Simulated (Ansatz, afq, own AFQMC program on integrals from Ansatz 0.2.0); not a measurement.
Two steps: Ansatz 0.2.0 writes the Fock matrix and Cholesky factors of the valence space, and afq projects on them the lowest state that overlaps trial and start.

```yaml
crystal:
  periodic: [false, false, false]
  atoms:
    - {symbol: C, position_ang: [0.000000, 0.000000, -0.485500]}
    - {symbol: C, position_ang: [0.000000, 0.000000, 0.485500]}
    - {symbol: H, position_ang: [0.000000, 0.000000, -1.550187]}
    - {symbol: H, position_ang: [0.000000, 0.000000, 1.550187]}
basis:
  gaussian: {orbitals: cc-pVDZ}
magnetization: {spin_polarized: false}
correlation: {method: ccsd_t, electrons: outside_noble_gas, hamiltonian_folder: ham}
```

```sh
$ ansatz run in.yaml --threads 1 --pin off --events-out ev --progress --plain --max-ram 1382MiB
```

Options of the walk:

```
--method free --trial cisd --walkers 70 --time-step 0.03 --max-blocks 80 --target-error 0.00038 --factor-cut 1e-05 --seed 1413 --times 0,0.21,0.42,0.81,1.2,1.8,2.4,3 --taylor-order 8
```

Times are imaginary, in 1/Eh. The walk had a cap of 536 s.

afq prints:

```
orbitals 36  electrons 5 5  factors 278 of 350
reference energy -76.65334384 Eh
CCSD correlation -0.24428902 Eh in 8 cycles, weight of the determinant in the CISD state 0.9104
repeat  energy at the last time / Eh  error
    10  -76.907073  0.001396
    20  -76.906468  0.000911
    30  -76.906249  0.000699
    40  -76.906200  0.000647
    50  -76.905676  0.000569
    60  -76.905373  0.000525
    70  -76.905596  0.000488
    80  -76.905578  0.000492
time / (1/Eh)  energy / Eh  error  mean overlap
  0.00  -76.897491  0.000307  1.0988
  0.21  -76.902015  0.000296  1.0920
  0.42  -76.903796  0.000293  1.0875
  0.81  -76.905297  0.000259  1.0797
  1.20  -76.905754  0.000310  1.0787
  1.80  -76.905139  0.000339  1.0872
  2.40  -76.905582  0.000363  1.0870
  3.00  -76.905578  0.000492  1.1070
energy -76.905578 +/- 0.000492 Eh
```

The run passed its tests (error under three times the target), which doesn't prove that it has relaxed.

Against this walk (error 13.4 meV) on the same determinant: CCSD(T) 21.4 meV higher (within the noise), CCSDT(Q) 1.7 meV lower (within the noise). The error is statistical, and a free projection of finite length keeps a remainder of its start.

Cautions: remainder of the start not in the error; error above the target (13.4 against 10.3 meV).

The walk took 85 s on 1 thread of Arm Neoverse V2, on a shared host. The log's last line is the free-projection energy.

CCSDT and higher add their correlation energy to the determinant of the CCSD(T) run, since their own runs factorise the integrals more tightly (a shift of under 2 meV). A walk keeps the symmetry of its determinant, which the program's search chose and which needn't be the lowest solution, so a lower state of the same spin and another symmetry isn't excluded.
